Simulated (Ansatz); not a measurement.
The first iterations of a band of CH7NSi + H2 (12 atoms, charge 0, multiplicity 1).

Computed with RKS PBE/6-31G* in Ansatz 0.2.0.

```yaml
movable_images: 2
climbing_image: no
spring: 5.0 eV/Å²
optimiser: quadratic models (default)
start_path: through a guess of the saddle point
force_threshold: 0.03 eV/Å
iteration_limit: 60
end_points: relaxed
```

First end point:

```xyz
12
Properties=species:S:1:pos:R:3
Si -0.411 0.306 0.021
N 0.214 -0.120 1.609
H -0.463 -0.431 2.310
H 0.856 0.547 2.042
H 0.774 0.814 -0.752
H -1.451 1.408 0.001
C -1.160 -1.226 -0.783
H -2.015 -1.610 -0.199
H -1.530 -0.992 -1.797
H -0.411 -2.031 -0.862
H 2.157 -2.788 2.209
H 1.730 -2.199 2.005
```

Last end point:

```xyz
12
Properties=species:S:1:pos:R:3
Si 0.515 -0.154 -0.699
N -0.165 -0.803 2.649
H -0.632 -1.283 3.427
H -0.153 0.192 2.904
H 0.993 0.205 -2.082
H 0.244 1.140 0.017
C -1.017 -1.254 -0.769
H -1.323 -1.477 0.266
H -1.847 -0.750 -1.293
H -0.804 -2.201 -1.294
H 1.663 -0.835 -0.007
H 0.817 -1.103 2.685
```

| iteration | highest image above the first end (eV) | largest band force component (eV/Å) |
| --- | --- | --- |
| 1 | 3.456 | 7.493 |
| 2 | 1.330 | 2.317 |
| 3 | 0.826 | 0.702 |
| 4 | 0.662 | 0.636 |
| 5 | 0.499 | 0.427 |
| 6 | 0.523 | 0.608 |
| 7 | 0.509 | 0.854 |
| 8 | 0.499 | 0.638 |

Does the band converge within its limit, and where does its top end?

The run converged. It ended after 25 iterations with the highest image 0.230 eV above the first end. No image climbed, so the highest image needn't sit at the top of the path. A band with more images between the same ends climbed to 1.88 eV, so this one has probably stepped over the top. So few images can step over the top or miss a turn of the path. The orbitals stay closed-shell, which can raise the energy where a bond breaks towards radicals; this wasn't checked here.

The run took 75 s on 1 thread of Intel(R) Xeon(R) Platinum 8488C (Sapphire Rapids), with other jobs on the host, peak memory 0.13 GiB.
